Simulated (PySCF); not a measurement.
# LiC⁺ from Hartree–Fock to correlated methods

State: ³Π (triplet), unpaired electrons σ ↑, π ↑. Set-up: Li aug-pcseg-1, C aug-pcseg-1; no relativity (PySCF 2.14). De refers to Li⁺ + C in their high-spin ground configurations, without counterpoise correction. The functionals are run spin-unrestricted. A positive dipole points towards C; it is taken about the centre of mass and depends on that origin.

```
      Level  Re (Å)  ωe (cm⁻¹)  De (eV)  μ (D)
        UHF   2.384        299    0.428  -5.82
    UHF-MP2   2.398        286    0.422    n/a
UHF-SCS-MP2   2.396        285    0.420    n/a
   UHF-CCSD   2.414        279    0.412    n/a
UHF-CCSD(T)   2.416        278    0.412    n/a
        PBE   2.378        295    0.479  -5.66
     r²SCAN   2.413        281    0.421  -5.85
      M06-L   2.424        279    0.433  -5.90
      B3LYP   2.359        301    0.471  -5.67
       PBE0   2.366        300    0.467  -5.68
     M06-2X   2.358        304    0.464  -5.69
  CAM-B3LYP   2.340        309    0.479  -5.63
```

The bond length runs from 2.340 Å (CAM-B3LYP) to 2.424 Å (M06-L). De spans 0.41 eV (UHF-CCSD, coupled cluster) to 0.48 eV (PBE, GGA). Correlation at CCSD(T) changes the Hartree–Fock bond energy by -0.02 eV; the triples alone change it by +0.00 eV.

Correlated steps freeze 1 core orbital. Correlated levels converge slowly with the basis: in double zeta they bind strong bonds too weakly, by up to about 1 eV, and carry superposition errors of some tenths. For an ion De counts to the pair picked by the measured ionisation energies or electron affinities, which need not be the lowest pair at this level. The state was picked by a PBE0 search and need not be the measured ground state.
